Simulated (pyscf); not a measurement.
Homolytic dissociation enthalpies at 298 K of Al–S, Al–Se, Ga–S, Ga–Se, In–S bonds in 8 gas-phase molecules, in kcal/mol. Structures and frequencies: ωB97X-D3(BJ)/def2-SVP in PySCF. MP2 and CC: frozen core, UHF for open shells. ΔMP2 is the change of the MP2 total energy from the triple- to the quadruple-zeta basis. Both columns use the same structures and thermal terms. Rows were drawn at random from the closed-shell molecules with such a bond whose radicals are computed, keep their shape and have no isomer in the data more than 5 kcal/mol lower.

```tsv
row	molecule	radicals	B3LYP-D3(BJ)/def2-TZVP	CCSD(T)/def2-TZVPP + ΔMP2(QZVPP)
1	HS–In(Cl)–Cl	SH• + [Cl–In–Cl]•	64.4	71.2
2	HSe–GaH–SeH	SeH• + [HGa–SeH]•	75.5	?
3	HS–Al(Cl)–Cl	SH• + [Cl–Al–Cl]•	89.6	93.7
4	Cl–GaH–SeH	[Cl–GaH]• + SeH•	74.1	81.2
5	F–In(F)–SH	[F–In–F]• + SH•	64.5	70.9
6	H₂N–In(SH)–Cl	[H₂N–In–Cl]• + SH•	66.9	73.6
7	HS–GaH–Cl	SH• + [Cl–GaH]•	80.6	86.9
8	Cl–Al(Cl)–SeH	[Cl–Al–Cl]• + SeH•	81.5	86.5
```

Fit a line that carries the B3LYP-D3(BJ) values to the last column and predict row 2.

In the 7 complete rows the last column lies 4.1 to 7.1 kcal/mol from B3LYP-D3(BJ) (mean 6.1, median 6.4). Least squares gives y = 12.8 + 0.91·x with residuals of 0.6 kcal/mol (root mean square). For row 2: 12.8 + 0.91 × 75.5 = 81.5 kcal/mol. The computed value is 82.0 kcal/mol, 0.5 over the line. The CCSD(T) − MP2 part came from Ansatz, without density fitting, on the same reference. The frozen core leaves the outer d or s,p core shells of the metals and heavy elements correlated in the MP2 and CC values, and def2-TZVPP describes them poorly, which can shift differences by a few kcal/mol. Left out: the spin-orbit lowering of SH, SeH, which is large for Br, Se, Te and I. Elements up to Kr have no core potential and no relativistic terms here. Elements past Kr carry the def2 core potentials, without spin-orbit coupling.
